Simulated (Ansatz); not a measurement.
```xyz
4

F     0.7100    0.0000    3.3000
F    -0.7100    0.0000    3.3000
H     0.3700    0.0000    0.0000
H    -0.3700    0.0000    0.0000
```

RHF on singlet H2F2 in separate pieces was run in several spherical basis sets with Ansatz (development build ahead of 0.2.0). Caution for RHF: no unrestricted run beside it, a lower state can exist.

Question: Rank the basis sets by the total energy that they give, lowest first, with the distance from the lowest.
A. cc-pVDZ
B. def2-SVP
C. 6-31G

Answer: A (0.00 eV), C (1.11 eV), B (4.87 eV).

Totals follow the description of the cores as much as that of the bonds, so this order isn't one of quality for chemistry.
